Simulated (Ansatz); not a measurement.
A calculation with Ansatz (development build ahead of 0.2.0).

```yaml
crystal:
  periodic: [false, false, false]
  atoms:
    - { symbol: C, position_ang: [0.00092, 0.00413, 0.00682] }
    - { symbol: C, position_ang: [0.89304, 0.88407, 0.87853] }
    - { symbol: H, position_ang: [1.52691, 1.52078, 0.25101] }
    - { symbol: H, position_ang: [1.5139, 0.26334, 1.51619] }
    - { symbol: H, position_ang: [0.25881, 1.51582, 1.51666] }
    - { symbol: C, position_ang: [-0.8811, -0.88311, 0.89443] }
    - { symbol: H, position_ang: [-1.52981, -1.52458, 0.26435] }
    - { symbol: H, position_ang: [-0.26453, -1.51792, 1.51387] }
    - { symbol: H, position_ang: [-1.52415, -0.25653, 1.52875] }
    - { symbol: C, position_ang: [-0.89672, 0.87996, -0.8862] }
    - { symbol: H, position_ang: [-1.52133, 0.26306, -1.525] }
    - { symbol: H, position_ang: [-0.24848, 1.51043, -1.52752] }
    - { symbol: H, position_ang: [-1.52227, 1.52424, -0.24549] }
    - { symbol: C, position_ang: [0.88472, -0.89208, -0.89705] }
    - { symbol: H, position_ang: [0.24512, -1.52232, -1.51175] }
    - { symbol: H, position_ang: [1.5253, -0.26321, -1.51306] }
    - { symbol: H, position_ang: [1.51169, -1.52558, -0.25629] }
basis:
  gaussian: { orbitals: cc-pVDZ }
hamiltonian:
  xc: hf
```

The input is written out in the form of the current development build from the run's settings.

Results

```json
{
 "Converged": "yes",
 "Total energy": "-196.34525 hartree",
 "Spin squared of the determinant": "0.000"
}
```
